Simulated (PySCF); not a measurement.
CHN, SMILES C#N. Coordinates come from a B3LYP-D3(BJ)/def2-TZVPD optimisation.

TDDFT-LC-ωPBE/def2-TZVPD (PySCF 2.14.0) puts the lowest singlet excitations at 7.83, 8.26, 8.26, 9.46, 9.46, 10.42 eV.

### Question
What are the lowest excitation roots from PySCF with ADC(3)/aug-cc-pVDZ? (Estimate from the structure and the level; the computed values follow.)

### Answer
8.10, 8.42, 8.42, 9.27, 9.27, 9.97 eV. S1 differs by 0.27 eV (second minus first; roots are paired by order, and the bases may differ).
